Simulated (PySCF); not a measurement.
# Electric properties by functional and basis

Compound: dimethylformamide, C₃H₇NO.
Bonds: C1–N2, N2–C3, N2–C4, C4–O5 (double). Hydrogens: H6, H7, H8 on C1; H9, H10, H11 on C3; H12 on C4.

PySCF, dipoles from the SCF density, polarisabilities from static response with core orbitals frozen. Geometry: PBE0-D3(BJ)/def2-SVP; no solvent, vibrations or thermal averaging.

Reference polarisability: 7.809 Å³ (measured, gas; NIST CCCBDB Release 22 (SRD 101), experimental polarizabilities). The anisotropy is √(½[(α1 − α2)² + (α2 − α3)² + (α3 − α1)²]).

| level | μ (D) | α (au) | error (%) | anisotropy (au) |
| --- | --- | --- | --- | --- |
| CAM-B3LYP/def2-SVPD | 4.114 | 51.02 | -3.2 | 19.89 |
| wB97X-D/def2-SVPD | 4.100 | 50.90 | -3.4 | 19.76 |
| LC-wPBE/def2-SVPD | 4.110 | 49.75 | -5.6 | 19.37 |
| PBE0/6-31G* | 3.762 | 42.09 | -20.1 | 19.99 |
| PBE0/6-31+G* | 4.105 | 47.53 | -9.8 | 20.89 |
| PBE0/def2-SVP | 3.802 | 43.14 | -18.1 | 19.27 |
| PBE0/aug-cc-pVDZ | 3.994 | 52.45 | -0.5 | 20.99 |
| PBE0/def2-TZVP | 3.932 | 49.26 | -6.5 | 20.00 |
| PBE0/def2-TZVPD | 3.977 | 52.36 | -0.6 | 20.72 |

For the polarisability, the smallest error is 0.5% (PBE0/aug-cc-pVDZ) and the largest 20.1% (PBE0/6-31G*). The dipole runs from 3.76 D (PBE0/6-31G*) to 4.11 D (CAM-B3LYP/def2-SVPD). With PBE0 the polarisability is 44.83 au without diffuse functions (mean of 6-31G*, def2-SVP and def2-TZVP) and 50.78 au with them (mean of 6-31+G*, aug-cc-pVDZ and def2-TZVPD). Measured values can belong to vibrating molecules and may average over conformers; the computed ones are for one fixed geometry.
